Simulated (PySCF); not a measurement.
# Cyclopropane, 1,1-dimethyl- (C5H10): electronic excitations at several levels of theory, part 2 of 2

PySCF 2.14.0. Atoms count from 0. Earlier steps stand in the parts before.

## 10. Excited states and response: wB97X-D/def2-SVPD

Job settings and geometry (Å):

```
{"job": {"kind": "uv", "xc": "wB97X-D", "basis": "def2-SVPD", "ip": true}, "charge": 0, "multiplicity": 1}
C     -1.331051    -0.799297     0.035791
C     -0.006647    -0.075437    -0.013019
C      1.171244    -0.952400    -0.364922
C      0.001778     1.345525    -0.503757
C      0.217374     1.053156     0.954764
H     -1.572949    -1.247000    -0.942209
H     -2.152831    -0.118827     0.305566
H     -1.309874    -1.612041     0.780383
H      2.111176    -0.380110    -0.376247
H      1.042291    -1.406149    -1.361407
H      1.285804    -1.771700     0.363801
H      0.858890     1.682376    -1.094068
H     -0.949883     1.793201    -0.804581
H      1.222406     1.188956     1.364728
H     -0.586341     1.299659     1.654625
```

Level: TDDFT wB97X-D/def2-SVPD, vertical, gas phase, core orbitals frozen in the response.

The log of the run:

```text
coarse grid: 11632 points
cycle   1  E = -196.2832621200  dE =  6.261e-01  |g| = 2.360e-01  |ddm| = 6.484e+00
cycle   2  E = -196.2953327380  dE = -1.207e-02  |g| = 1.459e-01  |ddm| = 7.871e-01
cycle   3  E = -196.3007190779  dE = -5.386e-03  |g| = 2.533e-02  |ddm| = 3.611e-01
cycle   4  E = -196.3008903329  dE = -1.713e-04  |g| = 9.592e-03  |ddm| = 7.518e-02
cycle   5  E = -196.3009118555  dE = -2.152e-05  |g| = 1.413e-03  |ddm| = 1.913e-02
cycle   6  E = -196.3009124045  dE = -5.490e-07  |g| = 2.887e-04  |ddm| = 5.911e-03
final grid: 109760 points
cycle   7  E = -196.3345255749  dE = -9.328e-05  |g| = 3.318e-03  |ddm| = 2.555e-01
cycle   8  E = -196.3345279997  dE = -2.425e-06  |g| = 2.322e-03  |ddm| = 2.608e-02
cycle   9  E = -196.3345292894  dE = -1.290e-06  |g| = 4.026e-04  |ddm| = 5.968e-03
cycle  10  E = -196.3345293443  dE = -5.485e-08  |g| = 1.348e-04  |ddm| = 2.375e-03
cycle  11  E = -196.3345293488  dE = -4.553e-09  |g| = 2.984e-05  |ddm| = 3.356e-04
cycle  12  E = -196.3345293491  dE = -2.871e-10  |g| = 7.377e-06  |ddm| = 1.436e-04
converged SCF energy = -196.3345293491

Static polarisability (au): isotropic 59.995, principal 56.988 59.329 63.668

Singlet excitations
state   eV       nm        f      main configurations
  1   7.8017    158.9   0.04111   H->L 0.95
  2   8.2865    149.6   0.02495   H-1->L 0.81
  3   8.6242    143.8   0.00057   H->L+1 0.87
  4   8.6740    142.9   0.00000   H->L+2 0.75, H->L+4 0.22
  5   8.7699    141.4   0.00049   H->L+3 0.91
  6   9.0654    136.8   0.09240   H-1->L+1 0.91
  7   9.1058    136.2   0.00042   H-1->L+2 0.60, H-1->L+4 0.35
  8   9.3432    132.7   0.00068   H-1->L+3 0.82
  9   9.3621    132.4   0.00000   H->L+4 0.71, H->L+2 0.21
 10   9.5052    130.4   0.06655   H->L+5 0.82

Triplet excitations (Tamm-Dancoff, eV): 7.7236 8.1794 8.3693 8.5707
Vertical ionisation energy (delta-SCF) = 9.7365 eV
```

Run time: 1.7 min. Hardware: 1 thread, shared host.

This run: HOMO -9.49 eV, LUMO 2.40 eV; lowest singlet 7.80 eV.

## 11. Excited states and response: LC-wPBE/def2-SVPD

Settings changed since step 10:

```diff
@@ -1,2 +1,2 @@
-{"job": {"kind": "uv", "xc": "wB97X-D", "basis": "def2-SVPD", "ip": true}, "charge": 0, "multiplicity": 1}
+{"job": {"kind": "uv", "xc": "LC-wPBE", "basis": "def2-SVPD", "ip": true}, "charge": 0, "multiplicity": 1}
 C     -1.331051    -0.799297     0.035791
```

With the program's defaults for keys left out, this is: TDDFT LC-wPBE/def2-SVPD, vertical, gas phase, core orbitals frozen in the response.

The log of the run:

```text
coarse grid: 11632 points
cycle   1  E = -196.2320170585  dE =  7.567e-01  |g| = 2.117e-01  |ddm| = 6.690e+00
cycle   2  E = -196.2474663963  dE = -1.545e-02  |g| = 7.505e-02  |ddm| = 6.862e-01
cycle   3  E = -196.2488717921  dE = -1.405e-03  |g| = 3.183e-02  |ddm| = 2.481e-01
cycle   4  E = -196.2491526081  dE = -2.808e-04  |g| = 2.647e-03  |ddm| = 9.808e-02
cycle   5  E = -196.2491547804  dE = -2.172e-06  |g| = 1.210e-03  |ddm| = 1.228e-02
final grid: 109760 points
cycle   6  E = -196.2856663252  dE = -2.954e-05  |g| = 4.190e-03  |ddm| = 1.736e-01
cycle   7  E = -196.2856687776  dE = -2.452e-06  |g| = 3.099e-03  |ddm| = 3.453e-02
cycle   8  E = -196.2856712248  dE = -2.447e-06  |g| = 2.393e-04  |ddm| = 5.542e-03
cycle   9  E = -196.2856712407  dE = -1.591e-08  |g| = 1.423e-04  |ddm| = 2.701e-03
cycle  10  E = -196.2856712459  dE = -5.184e-09  |g| = 1.632e-05  |ddm| = 7.048e-04
cycle  11  E = -196.2856712460  dE = -1.357e-10  |g| = 7.156e-06  |ddm| = 1.549e-04
converged SCF energy = -196.2856712460

Static polarisability (au): isotropic 58.279, principal 55.424 57.734 61.680

Singlet excitations
state   eV       nm        f      main configurations
  1   8.3466    148.5   0.04445   H->L 0.91
  2   8.7892    141.1   0.01821   H-1->L 0.66, H->L+1 0.16, H-1->L+3 0.10
  3   9.1128    136.1   0.00670   H->L+1 0.73, H-1->L 0.13
  4   9.1461    135.6   0.00000   H->L+2 0.60, H->L+4 0.32
  5   9.2943    133.4   0.00151   H->L+3 0.85
  6   9.5462    129.9   0.00100   H-1->L+4 0.45, H-1->L+2 0.45
  7   9.5715    129.5   0.10181   H-1->L+1 0.85
  8   9.8566    125.8   0.00000   H->L+4 0.54, H->L+2 0.30
  9   9.8926    125.3   0.00043   H-1->L+3 0.70, H-1->L+7 0.12
 10  10.0267    123.7   0.08436   H->L+6 0.78

Triplet excitations (Tamm-Dancoff, eV): 8.1737 8.5510 8.6305 8.8917
Vertical ionisation energy (delta-SCF) = 9.9272 eV
```

It took 2.2 min on 1 thread, shared host.

Key values: HOMO -10.35 eV, LUMO 2.47 eV; lowest singlet 8.35 eV.

## 12. Excited states and response: PBE0/6-31G*

Settings changed since step 11:

```diff
@@ -1,2 +1,2 @@
-{"job": {"kind": "uv", "xc": "LC-wPBE", "basis": "def2-SVPD", "ip": true}, "charge": 0, "multiplicity": 1}
+{"job": {"kind": "uv", "xc": "PBE0", "basis": "6-31G*"}, "charge": 0, "multiplicity": 1}
 C     -1.331051    -0.799297     0.035791
```

Method: TDDFT PBE0/6-31G*, vertical, gas phase, core orbitals frozen in the response.

The log of the run:

```text
coarse grid: 11632 points
cycle   1  E = -196.2785089327  dE =  4.482e-01  |g| = 4.017e-01  |ddm| = 3.224e+00
cycle   2  E = -196.2719540503  dE =  6.555e-03  |g| = 4.405e-01  |ddm| = 9.341e-01
cycle   3  E = -196.3245322289  dE = -5.258e-02  |g| = 3.106e-02  |ddm| = 5.105e-01
cycle   4  E = -196.3246760011  dE = -1.438e-04  |g| = 1.865e-02  |ddm| = 4.335e-02
cycle   5  E = -196.3247569312  dE = -8.093e-05  |g| = 1.989e-03  |ddm| = 1.719e-02
cycle   6  E = -196.3247576980  dE = -7.668e-07  |g| = 7.823e-04  |ddm| = 2.522e-03
final grid: 109760 points
cycle   7  E = -196.2804998927  dE = -2.959e-05  |g| = 8.225e-03  |ddm| = 2.260e-02
cycle   8  E = -196.2804948606  dE =  5.032e-06  |g| = 9.439e-03  |ddm| = 1.901e-02
cycle   9  E = -196.2805186510  dE = -2.379e-05  |g| = 5.395e-04  |ddm| = 1.042e-02
cycle  10  E = -196.2805187119  dE = -6.085e-08  |g| = 1.669e-04  |ddm| = 5.940e-04
cycle  11  E = -196.2805187183  dE = -6.454e-09  |g| = 2.815e-05  |ddm| = 1.569e-04
cycle  12  E = -196.2805187185  dE = -1.382e-10  |g| = 1.439e-05  |ddm| = 4.002e-05
converged SCF energy = -196.2805187185

Static polarisability (au): isotropic 51.120, principal 48.734 51.122 53.504

Singlet excitations
state   eV       nm        f      main configurations
  1   8.7956    141.0   0.03325   H->L 0.99
  2   9.2567    133.9   0.00000   H->L+1 0.99
  3   9.2671    133.8   0.00087   H-1->L 0.98
  4   9.6496    128.5   0.00470   H-1->L+1 0.99
  5  10.0325    123.6   0.01382   H->L+2 0.51, H->L+3 0.47
  6  10.1872    121.7   0.19314   H->L+3 0.45, H->L+2 0.39
  7  10.5214    117.8   0.03350   H->L+4 0.92
  8  10.5751    117.2   0.00288   H->L+6 0.71, H-1->L+2 0.12, H-1->L+3 0.10
  9  10.7299    115.6   0.16158   H-1->L+3 0.44, H-1->L+2 0.40
 10  10.7919    114.9   0.02380   H-1->L+4 0.47, H-1->L+3 0.22, H-1->L+2 0.21

Triplet excitations (Tamm-Dancoff, eV): 8.5465 8.8280 8.9004 8.9852
```

Wall time 17 s (1 thread, shared host).

In short: HOMO -7.38 eV, LUMO 2.78 eV; lowest singlet 8.80 eV.

## 13. TDDFT and polarisability: PBE0/def2-SVP

Settings changed since step 12:

```diff
@@ -1,2 +1,2 @@
-{"job": {"kind": "uv", "xc": "PBE0", "basis": "6-31G*"}, "charge": 0, "multiplicity": 1}
+{"job": {"kind": "uv", "xc": "PBE0", "basis": "def2-SVP"}, "charge": 0, "multiplicity": 1}
 C     -1.331051    -0.799297     0.035791
```

With the program's defaults for keys left out, this is: TDDFT PBE0/def2-SVP, vertical, gas phase, core orbitals frozen in the response.

The log of the run:

```text
coarse grid: 11632 points
cycle   1  E = -196.0791126761  dE =  4.079e-01  |g| = 3.537e-01  |ddm| = 3.728e+00
cycle   2  E = -196.0740366132  dE =  5.076e-03  |g| = 3.936e-01  |ddm| = 8.962e-01
cycle   3  E = -196.1163756705  dE = -4.234e-02  |g| = 2.953e-02  |ddm| = 4.939e-01
cycle   4  E = -196.1164880609  dE = -1.124e-04  |g| = 1.984e-02  |ddm| = 4.952e-02
cycle   5  E = -196.1165799732  dE = -9.191e-05  |g| = 2.054e-03  |ddm| = 2.053e-02
cycle   6  E = -196.1165808055  dE = -8.323e-07  |g| = 7.776e-04  |ddm| = 3.125e-03
final grid: 109760 points
cycle   7  E = -196.1470870263  dE = -2.970e-05  |g| = 7.807e-03  |ddm| = 3.285e-02
cycle   8  E = -196.1470813479  dE =  5.678e-06  |g| = 9.139e-03  |ddm| = 1.921e-02
cycle   9  E = -196.1471038438  dE = -2.250e-05  |g| = 5.559e-04  |ddm| = 1.101e-02
cycle  10  E = -196.1471039108  dE = -6.700e-08  |g| = 1.545e-04  |ddm| = 6.957e-04
cycle  11  E = -196.1471039163  dE = -5.479e-09  |g| = 2.799e-05  |ddm| = 1.780e-04
cycle  12  E = -196.1471039164  dE = -1.450e-10  |g| = 1.352e-05  |ddm| = 4.551e-05
converged SCF energy = -196.1471039164

Static polarisability (au): isotropic 53.312, principal 50.638 53.308 55.990

Singlet excitations
state   eV       nm        f      main configurations
  1   8.1413    152.3   0.04303   H->L 0.99
  2   8.6624    143.1   0.00729   H-1->L 0.97
  3   8.7349    141.9   0.00000   H->L+1 0.99
  4   9.1691    135.2   0.00253   H-1->L+1 0.98
  5   9.2413    134.2   0.00575   H->L+2 0.99
  6   9.6149    129.0   0.09891   H->L+3 0.77, H-1->L+2 0.18
  7   9.8257    126.2   0.04330   H->L+4 0.95
  8   9.8736    125.6   0.00000   H->L+5 0.98
  9   9.9291    124.9   0.21990   H-1->L+2 0.75, H->L+3 0.19
 10  10.0776    123.0   0.00445   H->L+6 0.69, H-1->L+3 0.19, H-1->L+4 0.10

Triplet excitations (Tamm-Dancoff, eV): 7.9494 8.4403 8.4793 8.5944
```

It took 23 s on 1 thread, shared host.

In short: HOMO -7.57 eV, LUMO 1.85 eV; lowest singlet 8.14 eV.

## 14. TDDFT and polarisability: PBE0/def2-TZVP

Settings changed since step 13:

```diff
@@ -1,2 +1,2 @@
-{"job": {"kind": "uv", "xc": "PBE0", "basis": "def2-SVP"}, "charge": 0, "multiplicity": 1}
+{"job": {"kind": "uv", "xc": "PBE0", "basis": "def2-TZVP"}, "charge": 0, "multiplicity": 1}
 C     -1.331051    -0.799297     0.035791
```

Level: TDDFT PBE0/def2-TZVP, vertical, gas phase, core orbitals frozen in the response.

The log of the run:

```text
coarse grid: 11632 points
cycle   1  E = -196.3184791911  dE =  4.366e-01  |g| = 4.055e-01  |ddm| = 2.592e+00
cycle   2  E = -196.3050499124  dE =  1.343e-02  |g| = 4.735e-01  |ddm| = 7.332e-01
cycle   3  E = -196.3639188132  dE = -5.887e-02  |g| = 4.180e-02  |ddm| = 4.318e-01
cycle   4  E = -196.3641569205  dE = -2.381e-04  |g| = 2.649e-02  |ddm| = 4.604e-02
cycle   5  E = -196.3643134558  dE = -1.565e-04  |g| = 2.592e-03  |ddm| = 1.705e-02
cycle   6  E = -196.3643146157  dE = -1.160e-06  |g| = 1.200e-03  |ddm| = 3.114e-03
final grid: 109760 points
cycle   7  E = -196.3520879578  dE = -7.191e-05  |g| = 8.433e-03  |ddm| = 9.271e-02
cycle   8  E = -196.3520804201  dE =  7.538e-06  |g| = 9.997e-03  |ddm| = 1.581e-02
cycle   9  E = -196.3521059893  dE = -2.557e-05  |g| = 6.845e-04  |ddm| = 8.070e-03
cycle  10  E = -196.3521060790  dE = -8.971e-08  |g| = 2.973e-04  |ddm| = 7.664e-04
cycle  11  E = -196.3521060981  dE = -1.917e-08  |g| = 4.443e-05  |ddm| = 2.346e-04
cycle  12  E = -196.3521060985  dE = -3.298e-10  |g| = 2.147e-05  |ddm| = 5.349e-05
converged SCF energy = -196.3521060985

Static polarisability (au): isotropic 59.708, principal 56.654 59.181 63.289

Singlet excitations
state   eV       nm        f      main configurations
  1   7.6225    162.7   0.03959   H->L 0.99
  2   8.1532    152.1   0.01498   H-1->L 0.97
  3   8.3582    148.3   0.00000   H->L+1 0.97
  4   8.6518    143.3   0.00035   H->L+2 0.99
  5   8.8016    140.9   0.00163   H-1->L+1 0.95
  6   8.8365    140.3   0.00022   H->L+3 0.97
  7   9.1506    135.5   0.00000   H->L+4 0.96
  8   9.1955    134.8   0.07290   H->L+5 0.55, H-1->L+2 0.43
  9   9.3171    133.1   0.03126   H-1->L+3 0.66, H->L+6 0.26
 10   9.3336    132.8   0.18808   H-1->L+2 0.50, H->L+5 0.40

Triplet excitations (Tamm-Dancoff, eV): 7.4679 7.9740 8.1594 8.2691
```

It took 50 s on 1 thread, shared host.

This run: HOMO -7.58 eV, LUMO 1.27 eV; lowest singlet 7.62 eV.

## 15. Comparing the runs: electronic excitations

Excitations and ground-state properties, with basis size and wall time:

```tsv
run	lowest singlet (eV)	brightest (eV)	f	gap (eV)	α (Å³)	μ (D)	functions	time
HF/def2-SVPD	8.81	9.88	0.152	13.34	8.47	0.12	180	24 s
LDA/def2-SVPD	6.51	8.08	0.060	6.49	9.40	0.13	180	67 s
PBE/def2-SVPD	6.50	7.98	0.062	6.47	9.26	0.10	180	1.8 min
B3LYP/def2-SVPD	7.01	8.39	0.072	7.92	9.03	0.11	180	98 s
PBE0/def2-SVPD	7.27	8.65	0.076	8.41	8.94	0.11	180	98 s
BHandHLYP/def2-SVPD	7.77	9.03	0.093	10.06	8.74	0.12	180	92 s
CAM-B3LYP/def2-SVPD	7.52	8.83	0.082	10.40	8.89	0.12	180	1.8 min
wB97X-D/def2-SVPD	7.80	9.07	0.092	11.88	8.89	0.12	180	1.7 min
LC-wPBE/def2-SVPD	8.35	9.57	0.102	12.82	8.64	0.13	180	2.2 min
PBE0/6-31G*	8.80	10.19	0.193	10.17	7.58	0.10	90	17 s
PBE0/def2-SVP	8.14	9.93	0.220	9.42	7.90	0.16	120	23 s
PBE0/def2-TZVP	7.62	9.33	0.188	8.85	8.85	0.13	215	50 s
```

Measured dipole: 0.14 D (gas; NIST CCCBDB Release 22 (SRD 101), experimental dipoles).

## 16. Results

What follows sums up all 2 parts.

| quantity | value |
| --- | --- |
| point group | C2v |
| rotational constants (main isotopes) | 6.18, 5.21, 3.82 GHz |
| lowest singlet (HF/def2-SVPD) | 8.81 eV (141 nm), f = 0.058 |
| brightest single state of those computed | state 6, 9.88 eV, f = 0.152 |
| lowest triplet | 8.57 eV |
| vertical ionisation energy (ΔSCF) | 9.03 eV |
| range of the lowest singlet | 6.50 to 8.81 eV |

In words: Single values in the summary come from the first run of each kind that ended normally (HF/def2-SVPD), which need not be the best level. Relaxing lowered the energy by 0.018 eV in 3 steps; the close pair that moved most is C4–H13, from 1.085 to 1.094 Å. No frequency check was run at this level, so the end point may be a saddle. The first singlet state (HOMO→LUMO 0.88) lies at 8.81 eV and is bright; of the 10 states computed, the strongest absorption comes from state 6 at 9.88 eV (the last state computed is bright too, and its partners may lie past the list). The lowest triplet lies 0.24 eV below the lowest singlet (triplets in Tamm-Dancoff, singlets in full TDDFT). At HF/def2-SVPD, the highest states lie near or above the ionisation energy, where they hang on the basis. ΔSCF puts the ionisation energy at 9.03 eV, 1.60 eV below −ε(HOMO). The dipole moment, 0.12 D, compares with 0.14 D measured (one conformer here). The lowest singlet runs from 6.50 eV (PBE/def2-SVPD) to 8.81 eV (HF/def2-SVPD), while the orbital gap spans 6.47 to 13.34 eV. The lowest state need not be the same one in every run. The runs solved for a few states only, so the brightest column depends on that window. For the measured dipole, LDA/def2-SVPD misses least (0.01 D, 67 s) and PBE0/6-31G* most (0.04 D, 17 s). One molecule ranks no method: errors cancel, and vibration and temperature are missing from all runs.
